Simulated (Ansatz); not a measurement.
One change: `Cl/C=C/CCl` becomes `OC/C=C/Cl`.

Ansatz, PBE0-D4/def2-TZVP geometries, multiplicity 1. Each molecule was computed in one conformer, which needn't be the lowest.

```json
{"property": "size of the dipole moment (PBE/def2-TZVPP) / D", "`Cl/C=C/CCl`": "1.63"}
{"property": "HOMO–LUMO gap (ωB97M-V/def2-TZVPP) / eV", "`Cl/C=C/CCl`": "11.13"}
{"property": "LUMO energy (PBE/def2-TZVPP) / eV", "`Cl/C=C/CCl`": "-1.75"}
{"property": "LUMO energy (ωB97M-V/def2-TZVPP) / eV", "`Cl/C=C/CCl`": "1.38"}
{"property": "HOMO energy (B3LYP/def2-TZVPP) / eV", "`Cl/C=C/CCl`": "-7.37"}
{"property": "LUMO energy (B3LYP/def2-TZVPP) / eV", "`Cl/C=C/CCl`": "-0.98"}
```

(1) What does the change do to each property? (An estimate is asked.)

## Answers

(1) Computed: 
```
                                      property  `OC/C=C/Cl`  shift
size of the dipole moment (PBE/def2-TZVPP) / D         1.01  -0.62
       HOMO–LUMO gap (ωB97M-V/def2-TZVPP) / eV        11.35   0.22
             LUMO energy (PBE/def2-TZVPP) / eV        -1.41   0.34
         LUMO energy (ωB97M-V/def2-TZVPP) / eV         1.67   0.29
           HOMO energy (B3LYP/def2-TZVPP) / eV        -7.26   0.11
           LUMO energy (B3LYP/def2-TZVPP) / eV        -0.66   0.32
```

With PBE0 the HOMO rises by 0.13 eV and the LUMO rises by 0.34 eV, so the gap widens by about 0.21 eV. PBE moves the HOMO by 0.22 eV and ωB97M-V by 0.08 eV. Dipoles are sizes alone; their direction can turn.

B3LYP here is the variant with VWN-RPA as its local correlation; programs differ in this.
